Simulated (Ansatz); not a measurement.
# C₃H₆F, SMILES CC[CH]F: a ladder of methods at one geometry

Computed with the Ansatz DFT code, driven from Python.

Contents of `c3h6f.xyz`:
```text
10

C    -0.81700    0.63330   -0.35830
C    -0.05770   -0.16940    0.59690
C     1.15890   -0.69080   -0.02490
F     1.45670   -0.74020   -1.34590
H    -1.17530    0.08580   -1.25950
H    -1.76730    1.07230    0.12080
H    -0.26100    1.54040   -0.72180
H    -0.62340   -0.98980    0.94260
H     0.21060    0.45300    1.51650
H     1.95850   -1.24570    0.53650
```

Typed at the interpreter:
```pycon
>>> from pathlib import Path
>>> import warnings
>>> import ansatz
>>> import numpy as np
>>> warnings.simplefilter("ignore", ansatz.DeckWarning)
>>> c3h6f = ansatz.Crystal.molecule_from_extxyz("c3h6f.xyz")
>>> base = (
...     c3h6f.calculation()
...     .basis(gaussian="def2-SVP")
...     .spin("collinear", total=1)
... )
>>> print("functional    E (Ha)        dipole (D)   HOMO (eV)  LUMO (eV)")
functional    E (Ha)        dipole (D)   HOMO (eV)  LUMO (eV)
>>> for name in ["pbe", "revpbe", "hf", "lc_wpbe", "hse06", "b3lyp"]:
...     summary = base.functional(name).forces().orbitals().run(threads=1, pin="off", runs_dir="runs").report
...     lines = Path(summary["orbitals_path"]).read_text().splitlines()
...     field_of = lambda key: [line.split("=")[1].strip() for line in lines if line.startswith(key)]
...     orbitals = [(27.211386 * float(e), s, float(n)) for e, s, n in zip(field_of("Ene="), field_of("Spin="), field_of("Occup="))]
...     homo = max(e for e, _, n in orbitals if n > 0.5)
...     lumo = min(e for e, _, n in orbitals if n < 0.5)
...     dipole = 4.803205 * np.linalg.norm(summary["charge_distribution"]["dipole_moment_e_ang"])
...     print(f"{name:10s} {summary['free_energy_ev'] / 27.211386246:14.6f} {dipole:9.3f} {homo:11.3f} {lumo:10.3f}")
...
pbe           -217.265967     1.384      -3.688     -1.634
revpbe        -217.459513     1.370      -3.671     -1.507
hf            -216.300370     1.903      -9.388      4.451
lc_wpbe       -217.407890     1.573      -8.164      2.265
hse06         -217.278081     1.566      -4.889     -0.774
b3lyp         -217.530594     1.513      -4.974     -0.812
```

Reading the output:
- Total energies depend on the basis set; only differences at equal settings carry meaning.
- The geometry is a force-field or estimated start, not a minimum of this method, and the basis set is short of its limit. A lower total doesn't mark the better method: functionals have no common bound, and MP2 and coupled cluster aren't variational.
- The species is open-shell (spin multiplicity 2).
- b3lyp holds the VWN-RPA fit, as in Gaussian; the form of ORCA and Turbomole is b3lyp5.
- Levels such as HOMO and LUMO are orbital energies: with these approximate functionals they aren't the ionisation energy and electron affinity, and their gap isn't the fundamental gap.
- hse06 follows the composition of plane-wave codes, whose totals differ by tens of mHa, up to about 0.1 Ha, from the form usual in Gaussian-basis programs (wpbeh).
- It ran for 13 s on 1 thread of Intel(R) Xeon(R) 6975P-C (Granite Rapids), with other jobs on the host, peak memory 0.29 GiB.
